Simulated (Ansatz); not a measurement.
Diamond-structure Si, treated with r²SCAN+rVV10 (PAW; Ansatz, a program for electronic structure).

Settings: plane-wave cutoff 560 eV, 12×12×12 k mesh, Fermi–Dirac smearing 0.01 eV, scalar-relativistic PAW data made under PBE.

Response to compression and expansion:

| V (Å³/atom) | P (GPa) | direct gap at Γ (eV) | smallest gap on the k mesh (eV) |
|---|---|---|---|
| 18.870 | 6.93 | 2.757 | 0.616 |
| 19.271 | 4.38 | 2.749 | 0.656 |
| 19.673 | 2.08 | 2.741 | 0.693 |
| 20.074 | 0.00 | 2.733 | 0.728 |
| 20.475 | -1.87 | 2.725 | 0.761 |
| 20.877 | -3.56 | 2.716 | 0.793 |
| 21.278 | -5.07 | 2.706 | 0.822 |

The fundamental gap (0.73 eV at the equilibrium volume, with added k points) lies elsewhere than Γ–Γ.
